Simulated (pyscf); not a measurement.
Optimised with ωB97X-D3(BJ)/def2-SVP in PySCF.

**Question.** For •O–Si(OH)(OH)–O–Si(OH)(OH)–OH (SMILES [O][Si](O)(O)O[Si](O)(O)O) + CH₄ (SMILES C) -> HO–Si(OH)(OH)–O–Si(OH)(OH)–OH (SMILES O[Si](O)(O)O[Si](O)(O)O) + CH₃• (SMILES [CH3]), a hydrogen abstraction (doublet surface; C–H broken, H–O formed), PBE/def2-TZVP gives ΔE‡ = 0.0 kcal/mol and ΔE = -12.2 kcal/mol (zero: the separated reactants). In which direction and how far do B3LYP-D3(BJ)/def2-TZVP, M06-2X/def2-TZVP, ωB97M-D3(BJ)/def2-TZVP move these?

**Answer.** B3LYP-D3(BJ): ΔE‡ = 1.1 kcal/mol, ΔE = -13.3 kcal/mol; M06-2X: ΔE‡ = 4.5 kcal/mol, ΔE = -16.4 kcal/mol; ωB97M-D3(BJ): ΔE‡ = 4.0 kcal/mol, ΔE = -14.7 kcal/mol. PBE's barrier lies under all of them, by 1.2 to 4.6 kcal/mol. Its reaction energy lies over all of them, by 1.1 to 4.1 kcal/mol. One saddle was located; it need not be the lowest between these sides. The angle at the transferred H is 165°.
